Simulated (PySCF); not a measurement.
# Computed data sheet: `CCCCCCl`

Compound: C5H11Cl.
Cartesian coordinates in Å at the PBE0-D3(BJ)/def2-TZVP level; atoms count from 1:
```xyz
17
C5H11Cl angstrom
C      2.5069   -0.3263   -0.3865
C      1.2091   -0.5973    0.3538
C      0.0230    0.1383   -0.2472
C     -1.2753   -0.1271    0.4929
C     -2.4743    0.5956   -0.0741
Cl    -2.3406    2.3724    0.1031
H      2.4382   -0.6443   -1.4306
H      3.3471   -0.8561    0.0674
H      2.7446    0.7408   -0.3837
H      1.3164   -0.3045    1.4046
H      1.0055   -1.6745    0.3591
H      0.2240    1.2145   -0.2491
H     -0.0929   -0.1534   -1.2987
H     -1.5039   -1.2003    0.4613
H     -1.1658    0.1353    1.5502
H     -3.3927    0.3115    0.4376
H     -2.5905    0.4049   -1.1415
```

PBE0-D3(BJ)/def2-TZVP geometry optimisation, gas phase (PySCF):

```
Point group                  : C1
Rotational constants A, B, C : 6.651, 1.047, 0.956 GHz
```

PBE0/pcSseg-2 ground state and GIAO shieldings, non-relativistic (PySCF):

```
Dipole moment                                               : 2.12 D
HOMO energy                                                 : -8.26 eV
LUMO energy                                                 : 0.53 eV
HOMO–LUMO gap                                               : 8.79 eV
Lowest Hirshfeld atomic charge                              : -0.12 e on C1
Highest Hirshfeld atomic charge                             : +0.05 e on H14/H16/H17
13C chemical shifts (computed TMS as zero) by class         : 52.5 (C5), 38.3 (C4), 34.5 (C3), 28.4 (C2), 17.1 (C1) ppm
1H chemical shifts (computed TMS as zero) by class          : 3.59 (H16/H17), 1.63 (H14/H15), 1.48 (H12/H13), 1.30 (H10/H11), 1.01 (H7/H8/H9) ppm
Isotropic shieldings of nuclei other than C and H, by class : 863 (Cl6) ppm
Mayer bond orders between heavy atoms                       : C1–C2 0.97, C2–C3 0.96, C3–C4 0.95, C4–C5 0.97, C5–Cl6 0.95
```

Monoisotopic mass from the formula: 106.0549 u.

With B = h/(8π²I), that is 505.379 GHz u Å² over I, the principal moments of inertia are 76.0, 482.6 and 528.8 u Å² (most abundant isotopes). In atomic units the dipole is 0.83 e·bohr (1 au = 2.5417 D). A dipole of 2.12 D is allowed in C1, and pure rotational transitions are dipole-allowed. The rotational constants make it an asymmetric top with κ = (2B − A − C)/(A − C) = -0.97, nearer the prolate limit (−1).

The structure is a single PBE0-D3(BJ)/def2-TZVP conformer in the gas phase; no vibrational or solvent corrections. NMR classes are plain means over equivalent atoms (diastereotopic ones count apart unless rotation or inversion swaps them), as if these changed places fast; in this geometry the members of some classes differ.
